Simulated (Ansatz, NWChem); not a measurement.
# Heat of formation of C2H4Cl2 (1,2-dichloroethane) from total energies

The species is C2H4Cl2 (8 atoms), meant as a singlet with charge 0. SMILES: `ClCCCl`. The shape is that of a PBE0-D4/def2-TZVP optimisation. This is one conformer, not always the lowest.

Total energies at SVWN5/6-31G* (spherical functions) (NWChem 7.3.0); the atoms run unrestricted:

| species | state | energy (Eh) |
| --- | --- | --- |
| C2H4Cl2 | singlet | -995.259167 |
| Cl | doublet | -458.611898 |
| C | triplet | -37.450175 |
| H | doublet | -0.476044 |

Harmonic wavenumbers at PBE0-D4/def2-TZVP, in cm⁻¹: 115, 262, 414, 687, 708, 900, 961, 1061, 1164, 1232, 1315, 1340, 1462, 1464, 3086, 3094, 3149, 3163.

Measured heats of formation of the gaseous atoms at 298.15 K, in kJ/mol: Cl 121.3, C 716.9, H 218.0. Spin-orbit lowering of the atoms at 298 K (mean of the ground term's levels less their thermal mean, from spectra), in kJ/mol: Cl 3.44, C 0.02. Take 1 Eh = 2625.50 kJ/mol, 1 cm⁻¹ = 0.0119627 kJ/mol, RT = 2.479 kJ/mol.

What heat of formation follows?


1. Electronic atomisation energy: 2 × (-458.611898) + 2 × (-37.450175) + 4 × (-0.476044) − (-995.259167) = 1.230845 Eh = 3231.6 kJ/mol.
2. Zero-point energy: half the sum of the wavenumbers, 12788.5 cm⁻¹ = 153.0 kJ/mol.
3. Thermal vibrational enthalpy, Σ hcν̃/(exp(hcν̃/kT) − 1): 5.0 kJ/mol. Translation, rotation and pV of a non-linear molecule: 4 RT = 9.9 kJ/mol.
4. The 8 free atoms carry 5/2 RT each: 49.6 kJ/mol.
5. Spin-orbit coupling lowers the free atoms by 2 × 3.44 + 2 × 0.02 = 6.9 kJ/mol.
6. Atomisation enthalpy at 298 K: 3231.6 − 6.9 − 153.0 − 5.0 − 9.9 + 49.6 = 3106.4 kJ/mol.
7. Sum of the atoms' heats of formation: 2548.4 kJ/mol. Heat of formation: 2548.4 − 3106.4 = -558.0 kJ/mol.

The tabulated value is -130.1 kJ/mol (Active Thermochemical Tables), so this level is off by -427.9 kJ/mol, or 16.0 % of the atomisation enthalpy that the table implies (2678.4 kJ/mol). The LDA overbinds, which puts heats of formation too low. Anharmonicity and any spin-orbit splitting of the molecule are left out.
